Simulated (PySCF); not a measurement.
C₃H₂FOP.
Numbering: `[F:1][c:2]1[cH:3][o:4][cH:5][p:6]1`

Structure used (GFN2-xTB), in Å, numbered top down from 1:
```xyz
8
C3H2FOP angstrom
F     -2.2706    0.7993    0.6422
C     -0.9836    0.4746    0.4676
C     -0.5165   -0.7934    0.6177
O      0.7914   -0.9088    0.4012
C      1.3426    0.2661    0.0828
P      0.2982    1.6188    0.0217
H     -1.0541   -1.6853    0.8812
H      2.4018    0.2380   -0.1041
```

Definitions: NICS(0) = −σiso at the ring centroid; NICS(1) = −σiso and NICS(1)zz = −σzz at ±1 Å along the ring normal z. Level: GIAO PBE0/pcSseg-1 (PySCF, non-relativistic, gas phase) on the GFN2-xTB geometry, one conformer.

Ring bond lengths (Å), with Mayer bond orders in brackets: C2–C3 1.360 (1.55), C3–O4 1.331 (1.06), O4–C5 1.336 (1.09), C5–P6 1.710 (1.54), P6–C2 1.775 (1.14).

Task: What do the NICS probes read (ppm)?

Result: 
| ring | type | NICS(0) | NICS(1), two faces | NICS(1)zz, two faces | rms pucker (Å) | centre to ring atoms, mean (Å) |
| --- | --- | --- | --- | --- | --- | --- |
| C2–C3–O4–C5–P6 | 5-membered ring with O and P; formal bonds all aromatic | -12.8 | -10.6 / -10.6 | -24.7 / -24.7 | 0.00 | 1.27 |

Task: What do they say, and how far can they be read as aromaticity?

Result: 
- C2–C3–O4–C5–P6: mean NICS(1)zz -24.7 ppm, shielded.

Task: How equal are the bonds by HOMA? HOMA = 1 − mean of α(R − Ropt)² over the ring bonds, with Krygowski's 1993 parameters (CC: Ropt 1.388 Å, α 257.7 Å⁻²; CO: Ropt 1.265 Å, α 157.38 Å⁻²; CP: Ropt 1.698 Å, α 118.91 Å⁻²).

Result: 
- C2–C3–O4–C5–P6: HOMA 0.52; the largest term is that of O4–C5, α(R − Ropt)² = 0.80.

Task: At the first NICS(1) probe listed for ring C2–C3–O4–C5–P6, 1 Å off the ring, how large is the induced field along the normal in 14.1 T applied along it?

Result: NICSzz × B0 = -24.7 ppm × 14.1 T = -348 μT, against the applied field.

Task: How shielded are the nuclei of the rings and their hydrogens (means over atoms taken as equivalent)?

Result: 
| atoms | environment | σ isotropic (ppm) | principal values of the symmetric part, first atom (ppm) |
| --- | --- | --- | --- |
| C2 | aromatic C–F carbon | -1.2 | -73.0, 11.7, 57.7 |
| C3 | aromatic CH next to a ring oxygen | 44.2 | -32.9, 49.0, 116.6 |
| O4 | furan-type oxygen | 6.3 | -229.6, -26.8, 275.4 |
| C5 | aromatic CH next to a ring oxygen | 1.2 | -135.2, 37.4, 101.4 |
| P6 | phosphorus bonded to 2 C | 222.4 | -1.9, 165.5, 503.6 |
| H7 | aromatic hydrogen | 23.40 | 21.0, 23.3, 26.0 |
| H8 | aromatic hydrogen | 23.03 | 20.8, 22.2, 26.1 |
